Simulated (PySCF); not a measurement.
Molecule: Acetyl fluoride (CC(=O)F, C2H3FO).

Bonds (- single, = double, # triple, : aromatic): C1-C2 1.491 Å, C2=O3 1.182 Å, C2-F4 1.344 Å. C1 carries H5, H6, H7.

Geometry PBE0-D3(BJ)/def2-SVP throughout; GIAO in PySCF 2.14.0 with density-fitted response routines, gas phase, one conformer, non-relativistic; equivalent atoms averaged; functional PBE0.

For orientation, 6-31G* gives these shifts δ (against TMS, H2O, CFCl3 at the same level): C2 152.4, C1 18.4, O3 406.5, F4 46.6, H5/H6/H7 1.85 ppm.

A run gave: C2 167.2, C1 19.0, O3 448.5, F4 49.9, H5/H6/H7 1.98 ppm (shifts δ (against TMS, H2O, CFCl3 at the same level)).

Which basis set was used in that run?
A. STO-3G
B. def2-TZVP
C. 6-31G
D. 6-311+G(2d,p)

Results:

B. C2 tells them apart best: def2-TZVP gives 167.2, 6-31G gives 159.2, STO-3G gives 113.4, 6-311+G(2d,p) gives 165.7 ppm.
